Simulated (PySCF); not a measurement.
An unknown is described by computed data only.

Formula: C2H5NO.

| Item | Value |
| --- | --- |
| 13C NMR | chemical shifts (computed TMS as zero) by class: 155.7 (1 C), 11.7 (1 C) ppm [GIAO PBE0/pcSseg-2] |
| 1H NMR | chemical shifts (computed TMS as zero) by class: 6.77 (1 H), 6.77 (1 H), 1.92 (3 H) ppm [GIAO PBE0/pcSseg-2] |
| Rotational structure | rotational constants A, B, C: 18.289, 6.372, 4.867 GHz [PBE0-D3(BJ)/def2-TZVP] |
| Couplings | largest of the computed one-bond spin–spin couplings (means over like bonds): 13C–1H +183.1, 13C–1H +133.9 (×3), 17O–1H -77.8, 13C–13C +40.9, 17O–15N -22.6, 15N–13C -2.1 Hz [B3LYP/pcJ-2] |
| Dipole | 0.80 D [PBE0/pcSseg-2] |
| NMR, other nuclei | isotropic shieldings of nuclei other than C and H, by class: -149 (1 N), 111 (1 O) ppm [GIAO PBE0/pcSseg-2] |

Gas-phase values; electronic properties from PySCF, density fitting. Levels stand in brackets. Isolated species at its PBE0-D3(BJ)/def2-TZVP geometry (one conformer only). NMR classes are plain means over equivalent atoms (diastereotopic ones count apart unless rotation or inversion swaps them), as if these changed places fast.

**Question.** Propose a structure and show how it fits.

**Answer.** Numbering: `[CH3:1]/[CH:2]=[N:3]\[OH:4]`. Its formula, C2H5NO, gives 1 degree of unsaturation: 0 rings and 1 π bond in the structure found. 2 carbons fall into 2 classes; from least to most shielded: C=N carbon [C2] (155.7 ppm), methyl carbon [C1] (11.7 ppm). Hydrogen classes from least to most shielded: 1 H on a hydroxyl oxygen, O4 (6.77 ppm), 1 H on a C=N carbon, C2 (6.77 ppm), 3 H on a methyl carbon, C1 (1.92 ppm, a mean of values up to 1.8 ppm apart in this geometry). The other shieldings belong to: -149 ppm, oxime nitrogen [N3]; 111 ppm, hydroxyl oxygen [O4]. The couplings run between: +183.1 Hz, C=N carbon [C2] and its hydrogen; +133.9 Hz, methyl carbon [C1] and its hydrogen (with 2 like pairs); -77.8 Hz, hydroxyl oxygen [O4] and its hydrogen; +40.9 Hz, methyl carbon [C1] and C=N carbon [C2]; -22.6 Hz, hydroxyl oxygen [O4] and oxime nitrogen [N3]; -2.1 Hz, oxime nitrogen [N3] and C=N carbon [C2]. By its constants the optimised geometry is an asymmetric top. Structure: (Z)-acetaldoxime (`C/C=N\O`). Computed isomers that give other values at the same levels: `CNC=O` (rotational constant A: 20.141 GHz; this holds for the one conformer computed); `CC(N)=O` (rotational constant A: 10.898 GHz; this holds for the one conformer computed); `C/C=N/O` (13C chemical shifts (computed TMS as zero) by class: 155.3 (1 C), 18.5 (1 C) ppm). The assignments are read from this structure; whether some other isomer fits the data as well wasn't checked.

Shape of the structure used: `[CH3:1]/[CH:2]=[N:3]\[OH:4]`: H–O4–N3–C2 -179°.
